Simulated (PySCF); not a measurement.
# C2Cl2O2 (oxalyl chloride) at HF/cc-pVDZ (density fitting)

We compute a geometry optimisation of C2Cl2O2 (oxalyl chloride). The job is set up through a Python script.

The calculation is run with PySCF 2.14.0.

2 further runs of the same task are left out: 2 set aside as unsound or not needed.

### 1 The system as given

C2Cl2O2 has 6 atoms, charge 0, and is taken as a singlet. As SMILES, `O=C(Cl)C(=O)Cl`. Geometry: relaxed at GFN2-xTB. This is one conformer, not always the lowest. The run starts from this shape.

Bond lengths: O1–C2 1.184 Å, C2–Cl3 1.732 Å, C2–C4 1.532 Å, C4–O5 1.185 Å, C4–Cl6 1.732 Å. Angles: O1–C2–Cl3 123.6°, O1–C2–C4 125.9°, Cl3–C2–C4 110.5°, C2–C4–O5 125.9°, C2–C4–Cl6 110.5°, O5–C4–Cl6 123.6°.

### 2 A structure relaxation at HF/cc-pVDZ (density fitting)

Input file input.py:

```python
from pyscf import gto
from pyscf import df
from pyscf.geomopt.geometric_solver import kernel as optimise

mol = gto.M(
    atom='''
O       -0.670180       0.059580      -1.613040
C       -0.362030      -0.380690      -0.557540
Cl      -0.684020      -2.010680      -0.068200
C        0.363500       0.380170       0.556770
O        0.683120      -0.063730       1.607450
Cl       0.669620       2.015350       0.074560
''',
    max_memory=1860,
    verbose=3,
    basis='cc-pvdz',
    spin=0,
)

mf = mol.RHF()
mf = mf.density_fit(auxbasis=df.aug_etb(mol, beta=2.0))
mf.conv_tol = 1e-10
converged, mol_eq = optimise(mf, maxsteps=60, convergence_set='GAU_TIGHT')
print('converged:', converged)
print(mol_eq.tostring())

mf.reset(mol_eq)
mol = mol_eq
mf.kernel()
if not mf.converged:
    mf = mf.newton().run(mf.mo_coeff, mf.mo_occ)
e_tot = mf.e_tot
print(f'total energy: {e_tot:.8f} hartree')
```

The run is started by

```bash
$ OMP_NUM_THREADS=1 python input.py
```

Standard output:

```text
convergence_set           GAU_TIGHT
maxiter                   60
----------------------------------------------------------
Custom engine selected.
Bonds will be generated from interatomic distances less than 1.20 times sum of covalent radii
18 internal coordinates being used (instead of 18 Cartesians)
Internal coordinate system (atoms numbered from 1):
Distance 1-2
Distance 2-3
Distance 2-4
Distance 4-5
Distance 4-6
Angle 1-2-4
Angle 3-2-4
Angle 2-4-6
Angle 5-4-6
Out-of-Plane 2-1-3-4
Out-of-Plane 4-2-5-6
Dihedral 1-2-4-5
Dihedral 1-2-4-6
Dihedral 3-2-4-5
Dihedral 3-2-4-6
Translation-X 1-6
Translation-Y 1-6
Translation-Z 1-6
Rotation-A 1-6
Rotation-B 1-6
Rotation-C 1-6
> ===== Optimization Info: ====
> Job type: Energy minimization
> Maximum number of optimization cycles: 60
> Initial / maximum trust radius (Angstrom): 0.100 / 0.300
> Convergence Criteria:
> Will converge when all 5 criteria are reached:
>  |Delta-E| < 1.00e-06
>  RMS-Grad  < 1.00e-05
>  Max-Grad  < 1.50e-05
>  RMS-Disp  < 4.00e-05
>  Max-Disp  < 6.00e-05
> === End Optimization Info ===

Geometry optimization cycle 1
Cartesian coordinates (Angstrom)
 Atom        New coordinates             dX        dY        dZ
   O  -0.670180   0.059580  -1.613040    0.000000  0.000000  0.000000
   C  -0.362030  -0.380690  -0.557540    0.000000  0.000000  0.000000
  Cl  -0.684020  -2.010680  -0.068200    0.000000  0.000000  0.000000
   C   0.363500   0.380170   0.556770    0.000000  0.000000  0.000000
   O   0.683120  -0.063730   1.607450    0.000000  0.000000  0.000000
  Cl   0.669620   2.015350   0.074560    0.000000  0.000000  0.000000

WARN: Mole.unit (angstrom) is changed to Bohr

converged SCF energy = -1144.46402442537
[... 10 lines left out ...]
Step    0 : Gradient = 3.528e-02/4.809e-02 (rms/max) Energy = -1144.4640244254
[... 11 lines left out ...]
converged SCF energy = -1144.46460512164
[... 22 lines left out ...]
converged SCF energy = -1144.46701476964
[... 22 lines left out ...]
converged SCF energy = -1144.46712744696
[... 22 lines left out ...]
converged SCF energy = -1144.46736158683
[... 22 lines left out ...]
converged SCF energy = -1144.46737190061
[... 22 lines left out ...]
converged SCF energy = -1144.46738141361
[... 22 lines left out ...]
converged SCF energy = -1144.46738155081
[... 22 lines left out ...]
converged SCF energy = -1144.4673816149
[... 22 lines left out ...]
converged SCF energy = -1144.46738167329
[... 22 lines left out ...]
converged SCF energy = -1144.46738176357
[... 22 lines left out ...]
converged SCF energy = -1144.4673818239
[... 22 lines left out ...]
converged SCF energy = -1144.46738183534
[... 22 lines left out ...]
converged SCF energy = -1144.46738183823
[... 6 lines left out ...]
4 O     0.0000003585    -0.0000013588     0.0000020339
5 Cl    -0.0000000903    -0.0000009521     0.0000003294
----------------------------------------------
cycle 14: E = -1144.46738184  dE = -2.89128e-09  norm(grad) = 5.72803e-06
Step   13 : Displace = 1.101e-04/1.501e-04 (rms/max) Trust = 1.949e-01 (+) Grad = 2.338e-06/3.564e-06 (rms/max) E (change) = -1144.4673818382 (-2.891e-09) Quality = 1.044
Hessian Eigenvalues: 1.66330e-03 4.99980e-02 5.00000e-02 ... 8.79933e-01 1.14109e+00 1.16850e+00

Geometry optimization cycle 15
Cartesian coordinates (Angstrom)
 Atom        New coordinates             dX        dY        dZ
   O  -0.667128   0.049966  -1.579683    0.000023 -0.000005 -0.000008
   C  -0.366058  -0.397923  -0.551227    0.000005 -0.000003 -0.000002
  Cl  -0.694270  -2.046644  -0.086962   -0.000028  0.000011  0.000010
   C   0.366058   0.397926   0.551228    0.000003 -0.000004 -0.000001
   O   0.667088  -0.049952   1.579701    0.000024 -0.000006 -0.000009
  Cl   0.694319   2.046628   0.086944   -0.000028  0.000007  0.000009
converged SCF energy = -1144.46738183827
--------------- DFRHF_Scanner gradients ---------------
         x                y                z
0 O     0.0000005951    -0.0000005394     0.0000007371
1 C    -0.0000001474     0.0000011972    -0.0000011959
2 Cl    -0.0000004341    -0.0000005619     0.0000004049
3 C    -0.0000001422     0.0000008466    -0.0000007080
4 O     0.0000005845    -0.0000003411     0.0000004027
5 Cl    -0.0000004560    -0.0000006013     0.0000003592
----------------------------------------------
cycle 15: E = -1144.46738184  dE = -3.63798e-11  norm(grad) = 2.7016e-06
Step   14 : Displace = 2.339e-05/3.104e-05 (rms/max) Trust = 2.756e-01 (+) Grad = 1.103e-06/1.699e-06 (rms/max) E (change) = -1144.4673818383 (-3.638e-11) Quality = 1.316
Hessian Eigenvalues: 1.66330e-03 4.99980e-02 5.00000e-02 ... 8.79933e-01 1.14109e+00 1.16850e+00
Converged! =D

converged: True
O          -0.66712758        0.04996565       -1.57968305
C          -0.36605780       -0.39792343       -0.55122698
Cl         -0.69427018       -2.04664385       -0.08696230
C           0.36605821        0.39792572        0.55122763
O           0.66708831       -0.04995225        1.57970075
Cl          0.69431904        2.04662816        0.08694396
converged SCF energy = -1144.46738183827
total energy: -1144.46738184 hartree
```

Wall time 50 s (1 thread of Arm Neoverse V2, shared host); peak memory 0.31 GiB.

The path in brief:

| step | energy from the first frame kept (eV) | largest force (eV/Å) |
| --- | --- | --- |
| 0 | 0.0000 | 2.4726 |
| 1 | -0.0158 | 1.1584 |
| 2 | -0.0814 | 0.4711 |
| 3 | -0.0844 | 0.3868 |
| 4 | -0.0908 | 0.1316 |
| 5 | -0.0911 | 0.0969 |
| 6 | -0.0913 | 0.0169 |
| 7 | -0.0914 | 0.0044 |
| 8 | -0.0914 | 0.0058 |
| 9 | -0.0914 | 0.0043 |
| 10 | -0.0914 | 0.0034 |
| 11 | -0.0914 | 0.0021 |
| 12 | -0.0914 | 0.0011 |
| 13 | -0.0914 | 0.0002 |
| 14 | -0.0914 | 0.0001 |

After the run. Bond lengths: O1–C2 1.161 Å, C2–Cl3 1.744 Å, C2–C4 1.544 Å, C4–O5 1.161 Å, C4–Cl6 1.744 Å. Angles: O1–C2–Cl3 123.5°, O1–C2–C4 123.8°, Cl3–C2–C4 112.7°, C2–C4–O5 123.8°, C2–C4–Cl6 112.7°, O5–C4–Cl6 123.5°.

### 3 Results

Level: HF/cc-pVDZ (density fitting).

| quantity | value |
| --- | --- |
| total energy at the end | -1144.46738 Eh |
| dipole moment | 0.00 D |
| HOMO energy | -12.64 eV |
| LUMO energy | 0.92 eV |
| HOMO–LUMO gap | 13.55 eV |

What this shows: At the final geometry: Bond lengths: O1–C2 1.161 Å, C2–Cl3 1.744 Å, C2–C4 1.544 Å, C4–O5 1.161 Å, C4–Cl6 1.744 Å. Angles: O1–C2–Cl3 123.5°, O1–C2–C4 123.8°, Cl3–C2–C4 112.7°, C2–C4–O5 123.8°, C2–C4–Cl6 112.7°, O5–C4–Cl6 123.5°. The optimisation took 14 steps and changed the energy by -0.091 eV. Mulliken charges run from -0.18 on O1 to +0.22 on C2.
